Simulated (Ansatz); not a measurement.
Energy of Ta (space group No. 191) less that of bcc Ta, by level of theory

No measured value is used here.

```
level (code)         value (meV/atom)
-------------------  ----------------
PBE (Ansatz)                      225
PBEsol (Ansatz)                   235
PBE-D3(BJ) (Ansatz)               238
```

Density-functional levels without +SOC have no spin–orbit coupling. Each level is taken at its own relaxed cell. Ansatz's density-functional and Hartree–Fock values are scalar-relativistic unless marked +SOC, with PAW data made under PBE.

Ansatz is a program for electronic structure.
